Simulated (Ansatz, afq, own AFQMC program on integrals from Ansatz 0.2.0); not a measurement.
AuSiH₃⁺, doublet in def2-SVP, levels against CCSDT(Q)

```xyz
5

Au   -0.3188    0.0021    0.0018
Si    1.9697   -0.0127   -0.0110
H     2.4639   -1.4148   -0.0088
H     2.4842    0.6879    1.1951
H     2.4705    0.6792   -1.2279
```

Connectivity, by distances: Au–SiH3.

Basis def2-SVP with its core potentials. Noble-gas cores (and the filled d shells of Ga–Kr and In–Xe) are frozen. AFQMC by an in-house program on the Cholesky factors that Ansatz 0.2.0 writes for its CCSD(T) run. ph-AFQMC/CISD is guided by a CISD state made of CCSD amplitudes; releasing the constraint for a short imaginary time cuts its bias at the price of noise, slowly where states lie close. Free AFQMC starts from the CCSD state and is never constrained. Its projection time is finite, and what remains of the start isn't in its error. Uncertainties: one standard error, sampling alone. No spin–orbit coupling. The metal's outer-core s and p shells are frozen, which shifts wave-function levels against functionals.

Determinant: UHF, the one that the program's search chose, which needn't be the lowest solution. The geometry is a PBE0/def2-TZVP stationary point of this or a neighbouring charge and spin state.

No full CI on the walks' own integrals is used here; CCSDT(Q) serves as the reference and is uncertain by about the last step of the cluster series.

Cautions: no spin-orbit coupling; outer-core shells of the metal frozen; higher spins were not checked; the released energies move by 1.5 errors or more from one time to the next, so no released level is given (meV from the phaseless value at times in 1/Eh: -8 ± 5 at 0.24, -10 ± 4 at 0.60, -3 ± 6 at 1.20, -1 ± 9 at 1.80, -21 ± 8 at 2.60), though the last usable value meets CCSDT(Q) within the noise.

* T1 diagnostic: 0.0218
* weight of the determinant in the CISD state: 0.860
* ⟨S²⟩ of the determinant: 0.770
* size of the correlated space: 17 electrons in 56 orbitals

| level | correlation energy (eV) |
| --- | --- |
| MP2 | -9.4929 |
| CCSD | -9.8452 |
| CCSD(T) | -10.0619 |

(1) Estimate where phaseless AFQMC with the Hartree–Fock trial lies against CCSD(T) on the same integrals.

(1) 3.07 ± 1.18 mEh below CCSD(T).

Reference: CCSDT(Q), correlation energy -10.089 eV.

```
        level  E − E(reference) (mEh)  share of correlation (%)
      CCSD(T)                    1.01                     99.73
        CCSDT                    0.34                     99.91
  ph-AFQMC/HF            -2.05 ± 1.18                    100.55
ph-AFQMC/CISD             0.34 ± 0.20                     99.91
   free AFQMC             0.51 ± 0.19                     99.86
```

Free projections are given only where their last times agree within the noise and don't stop above the reference; a slow remainder of the start can still hide under it. A walk keeps the symmetry of its determinant, which the program's search chose and which needn't be the lowest solution, so a lower state of the same spin and another symmetry isn't excluded.
